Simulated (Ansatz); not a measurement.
We consider zinc-blende CdSe, described by revPBE (Ansatz, a first-principles code, plane waves, PAW).

Total energies, extrapolated to zero smearing (they compare only within this program, potentials and cutoff; free atoms with spin allowed, lowest state found):

```tsv
system	energy (eV/atom)
zinc-blende CdSe, relaxed	-6867.5126
free Cd atom	-8259.9006
free Se atom	-5471.1116
```

**Question.** Work out the cohesive energy per atom.

**Answer.** E_coh = [1 × (-8259.9006) + 1 × (-5471.1116)]/2 − (-6867.5126) = 2.01 eV/atom. The reference value is 2.46 eV/atom (measured, temperature not stated, no zero-point or thermal correction; as tabulated in Verma et al. (2010), arXiv:1001.1248), a difference of -0.45 eV/atom.

The PAW data were made under PBE.
